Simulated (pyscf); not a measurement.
Thermochemistry of product channels of HO–Si(OH)(OH)–F (SMILES O[Si](O)(O)F) on the singlet surface, in kcal/mol, from CCSD(T)/def2-TZVPP + ΔMP2(QZVPP) energies (ideal gas, 1 atm, RRHO with modes under 100 cm⁻¹ raised to 100, one conformer, R ln 2 for chiral ones without a mode under 150 cm⁻¹). Structures and frequencies: ωB97X-D3(BJ)/def2-SVP in PySCF. Correlated levels are frozen-core, on RHF or UHF. ΔMP2 is the change of the MP2 total energy from the triple- to the quadruple-zeta basis.

```
products                                            ΔE  ΔH(298 K)  ΔG(600 K)  ΔG(1200 K)
-----------------------------------------------  -----  ---------  ---------  ----------
H₂O (SMILES O) + O=Si(OH)–F (SMILES O=[Si](O)F)    ___      +75.7      +55.3         ___
O=Si(OH)–OH (SMILES O=[Si](O)O) + HF (SMILES F)  +78.4      +77.0      +59.0       +42.2
```

Q: What belongs in the gaps?

A: 
- H₂O (SMILES O) + O=Si(OH)–F (SMILES O=[Si](O)F), ΔE: +76.9
- H₂O (SMILES O) + O=Si(OH)–F (SMILES O=[Si](O)F), ΔG(1200 K): +36.8

These are energies of the channels, which say nothing of barriers. The CCSD(T) − MP2 part came from Ansatz, without density fitting, on the same reference.
